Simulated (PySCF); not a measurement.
Species: NO+, NO (charge +1).
Cartesian coordinates in Å at the PBE0-D3(BJ)/def2-TZVP level; atoms count from 1:
```
atom  x, y, z in Å
N1    -0.476   -0.214    0.049
O2     0.493    0.185   -0.062
```

Level: wB97X-D/pcSseg-2 in PySCF, non-relativistic, on one gas-phase PBE0-D3(BJ)/def2-TZVP geometry that isn't relaxed in the solvent. The solvent is an IEF-PCM continuum (Bondi radii, 1.10 Å for H, scaled by 1.2). Only the electrostatic response of the medium enters.

Gas phase at wB97X-D/pcSseg-2: HOMO -27.36 eV, LUMO -10.89 eV.

What does the continuum do to the energy and the frontier levels at wB97X-D/pcSseg-2 in chloroform?

```
   solvent      ε  E(solvent) − E(gas) (kcal/mol)  polarisation term (kcal/mol)  distortion of the solute (kcal/mol)  HOMO (eV)  LUMO (eV)
chloroform  4.711                          -64.57                        -64.60                                 0.03     -21.89      -5.38
```

The first energy column is the sum of the next two and covers electrostatics alone.

Which radius a makes Born's formula ΔE = −(q²/2a)(1 − 1/ε) give the value in chloroform?

a = q²(1 − 1/ε)/(2|ΔE|) = 2.03 Å, with q = +1 e and |ΔE| = 0.1029 Eh; the farthest nucleus lies 0.53 Å from the centroid of the nuclei. The formula assumes a point charge at the centre of a sphere.

Time: 1.6 s; peak memory 0.31 GiB. Hardware: one thread of an Arm Neoverse N1, shared host with 64 logical CPUs at a one-minute load of 58. This is the whole shielding run at wB97X-D/pcSseg-2 in chloroform, SCF included.

The pairwise dispersion term of wB97X-D wasn't added to the energies; at a given geometry it leaves orbitals and properties as they are.
